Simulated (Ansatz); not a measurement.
I need a polarisability from point charges of ClNa. Use the Ansatz DFT code, driven from Python. Use (for the species named): PBE0, def2-SVP basis, multiplicity 1.

Input file `clna.xyz`:
```text
2

Na    0.00000    0.00000    0.00000
Cl    0.00000    0.00000    2.54500
```

The script, `field.py`:
```python
# -*- coding: utf-8 -*-
'''Response of ClNa to a pair of distant point charges.'''

import ansatz as az
import numpy as np

molecule = az.Crystal.molecule_from_extxyz('clna.xyz')

calculation = (
    molecule.calculation()
    .basis(gaussian='def2-SVP')
    .functional('pbe0')
    .forces()
)
# charges +q and -q at -R and +R make a nearly even field 2 k q / R^2 at the centre
centre = np.mean([site.position_ang for site in molecule.cartesian_sites], axis=0)
field = 2 * 14.399645 * 3.0 / 25.0 ** 2


def dipole(axis, sign):
    arm = 25.0 * np.eye(3)[axis]
    pair = [{'charge': sign * 3.0, 'position_ang': (centre - arm).tolist()}, {'charge': -sign * 3.0, 'position_ang': (centre + arm).tolist()}]
    deck = calculation.input().set(az.key.basis.gaussian.point_charges, pair)
    return np.array(az.Session.from_dict(deck).plan().execute().report['charge_distribution']['dipole_moment_e_ang'])


print(f'field {field:.4f} V/A')
alpha = np.array([(dipole(axis, 1) - dipole(axis, -1)) / (2 * field) * 14.399645 for axis in range(3)])
print('polarisability tensor (A^3)')
print(np.array2string(alpha, precision=3, suppress_small=True))
print(f'mean {np.trace(alpha) / 3:.3f} A^3 = {np.trace(alpha) / 3 / 0.14818471:.2f} bohr^3')
```

```console
$ python field.py
field 0.1382 V/A
polarisability tensor (A^3)
[[ 2.876 -0.    -0.   ]
 [-0.     2.876 -0.   ]
 [ 0.    -0.     5.417]]
mean 3.723 A^3 = 25.12 bohr^3
```

Notes:
- The geometry is a force-field or estimated start, not a minimum of this method, and the basis set is short of its limit. The field of two point charges is only nearly even.
- Without diffuse functions polarisabilities are unreliable, as a rule too low, and they change with the bond lengths of this unrelaxed start.
- Wall time of the script: 1.7 s on 1 thread of AMD EPYC 9R45 96-Core Processor (Zen 5), on a shared host, peak memory 0.16 GiB.
